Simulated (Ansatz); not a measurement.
**TO(Γ) frequency of rock-salt PbTe at several levels of theory**

No measured value is used here.

| level (code) | value (cm⁻¹) | cell (Å³/atom) |
|---|---|---|
| LDA (Ansatz) | 47 | 32.46 |
| PBE (Ansatz) | 25 | 35.44 |
| r²SCAN (Ansatz) | 19 | 34.88 |

Density-functional levels without +SOC have no spin–orbit coupling. Each level is taken at its own relaxed cell. Cutoffs differ between the levels. Ansatz's density-functional and Hartree–Fock values are scalar-relativistic unless marked +SOC, with PAW data made under PBE.

Ansatz is a program for electronic structure.
